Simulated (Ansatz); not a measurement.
C$_{3}$H$_{5}$NO, SMILES `CC1(O)C=N1`, relaxed with RKS PBE0-D4/def2-TZVP in the Gaussian-basis code of Ansatz from a PBE-D4/def2-SVP geometry. The force threshold is 0.005 eV/Å; the program also tests the step.

Total charge 0; spin multiplicity 1.

Start:

```xyz
10

C     0.024   -1.219   -0.405
C     0.142    0.227   -0.002
O     1.484    0.595    0.080
C    -0.895    0.990    0.668
N    -0.824    1.250   -0.586
H     0.520   -1.872    0.342
H    -1.036   -1.519   -0.497
H     0.528   -1.377   -1.380
H     1.522    1.556    0.243
H    -1.465    1.369    1.536
```

**Question.** How much energy does the relaxation release, and in how many steps? (An estimate is asked.)

**Answer.** Ansatz gave: 0.06 eV, in 7 steps.

**Question.** Which bonds change most? (Estimate.)

**Answer.** Computed: C2–N5 from 1.524 to 1.494 Å; C4–N5 from 1.282 to 1.262 Å; C4–H10 from 1.106 to 1.086 Å; C1–H6 from 1.109 to 1.092 Å.

**Question.** Give the relaxed structure. (Best estimate.)

**Answer.** Ansatz gave: 
```xyz
10

C     0.022   -1.208   -0.402
C     0.135    0.225    0.003
O     1.469    0.592    0.100
C    -0.890    0.979    0.665
N    -0.804    1.238   -0.567
H     0.503   -1.851    0.339
H    -1.023   -1.499   -0.498
H     0.525   -1.361   -1.360
H     1.520    1.547    0.202
H    -1.458    1.338    1.518
```
